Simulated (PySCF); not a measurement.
**Name the molecule from its bond curve**

A diatomic of charge +1 contains O (the partner may be the same element). Its doublet curve at MN15 in a double-zeta basis (no relativity, PySCF), in eV from the separated fragments:

(R (Å), E (eV)): (0.959, -4.133), (1.004, -5.541), (1.048, -6.331), (1.082, -6.619), (1.115, -6.710), (1.148, -6.646), (1.193, -6.382), (1.249, -5.852), (1.316, -5.040), (1.405, -3.817)

The fit gives ωe = 2145 cm⁻¹ and the rotational constant Bₑ = 1.691 cm⁻¹.

Question: Which atom is the partner?

Answer: The minimum lies at 1.117 Å, so the reduced mass is 16.8576 u Å² cm⁻¹/(Bₑ·Re²) = 7.990 u. With O at 15.99 u the partner weighs about 16.0 u: O. The molecule is O₂⁺.

The state was picked by a PBE0 search and need not be the measured ground state.
